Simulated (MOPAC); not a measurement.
MOPAC input (PM7):

```
PM7 1SCF CHARGE=1 GEO-OK AUX(PRECISION=9) THREADS=1
CH2N

C    -0.00000000 1   -0.00000000 1   -0.59802389 1
N     0.00000000 1    0.00000000 1    0.53145448 1
H    -0.00000000 1   -0.00000000 1   -1.67932452 1
H     0.00000000 1    0.00000000 1    1.54728651 1
```

Task: What heat of formation does the run end on, and which ionisation energy by Koopmans theorem?

Result: 211.77 kcal/mol; 21.87 eV.
